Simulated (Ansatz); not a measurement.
bcc Rb was calculated with LC-ωPBE in Ansatz (plane waves, PAW).

Settings: plane-wave cutoff 460 eV, 8×8×8 k mesh, Fermi–Dirac smearing 0.05 eV, scalar-relativistic PAW data made under PBE.

Cell (relaxed at this level):

```cif
data_Rb2
_chemical_formula_sum 'Rb2'
_space_group_name_H-M_alt 'Im-3m'
_space_group_IT_number 229
_space_group_name_Hall '-I 4 2 3'
_cell_length_a 5.86839
_cell_length_b 5.86839
_cell_length_c 5.86839
_cell_angle_alpha 90.000
_cell_angle_beta 90.000
_cell_angle_gamma 90.000
loop_
_atom_site_label
_atom_site_type_symbol
_atom_site_symmetry_multiplicity
_atom_site_Wyckoff_symbol
_atom_site_fract_x
_atom_site_fract_y
_atom_site_fract_z
_atom_site_occupancy
Rb1 Rb 2 a 0.00000 0.00000 0.00000 1
```
(The calculation used a cell of 1 atom; values per cell refer to that cell.)

Question: What does this level give for the bulk modulus and pressure derivative B′ of the bulk modulus?

Answer: 
* **bulk modulus**: 2.41 GPa
* **pressure derivative B′ of the bulk modulus**: 3.7

Measured, for comparison: bulk modulus 2.92 GPa (corrected for temperature and zero-point phonon effects, our sources range from 2.92 to 3.60; as tabulated in Levämäki et al. (2014), arXiv:1402.3671). Computed (rounded) less measured: bulk modulus not scored (sources differ).

Ansatz is a first-principles code.
